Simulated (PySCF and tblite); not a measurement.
Values are calculated unless marked as measured or tabulated.
C₃H₈O, numbered as in [CH3:1][CH2:2][CH2:3][OH:4]. Conformer-averaged GIAO shifts at 298.15 K against TMS at the same level, unscaled (PySCF, tblite), from 4 protocols:

A: shieldings PBE0/pcSseg-1 (IEF-PCM, chloroform); weights PBE0-D3(BJ)/pcSseg-1 (IEF-PCM, chloroform) // GFN2-xTB; 5 conformers.
B: shieldings PBE0/pcSseg-1; weights PBE0-D3(BJ)/def2-TZVP // PBE0-D3(BJ)/def2-SVP; 5 conformers.
C: shieldings PBE0/pcSseg-1 (IEF-PCM, chloroform); weights PBE0-D3(BJ)/def2-TZVP (IEF-PCM, chloroform) // PBE0-D3(BJ)/def2-SVP; 5 conformers.
D: shieldings PBE0/pcSseg-2; weights PBE0-D3(BJ)/def2-TZVP // PBE0-D3(BJ)/def2-SVP; 5 conformers.

```csv
signal,measured (ppm),A,B,C,D
H1,0.94,1.03,0.97,0.95,0.95
H2,1.59,1.52,1.36,1.38,1.48
H3,3.59,3.90,3.56,3.59,3.56
C1,10.3,12.5,11.6,11.7,11.8
C2,25.9,31.2,29.1,29.6,30.8
C3,64.2,70.0,66.6,67.3,68.9
```

Measured: Pretsch, Buehlmann, Badertscher, Structure Determination of Organic Compounds, 4th ed. (2009); solvent: not stated per compound (mostly CDCl3 or CCl4).

**Question.** Which protocol comes closest to experiment?

**Answer.** For ¹³C protocol B has the smallest mean absolute error, but the gap to the next is too small to matter. For ¹H protocol D has the smallest mean absolute error, but the gap to the next is too small to matter.
```tsv
nucleus	ppm	A	B	C	D
¹³C	mean absolute error	4.4	2.3	2.7	3.7
¹³C	scatter about the mean error	1.6	0.8	1.0	1.6
¹H	mean absolute error	0.16	0.10	0.07	0.05
¹H	scatter about the mean error	0.16	0.11	0.10	0.05
```

For scale, the study of CCCO took 81 s on 1 thread of Arm Neoverse V2 (shared host) (rough), launched as `OMP_NUM_THREADS=1 python ens_run.py task.json out`.
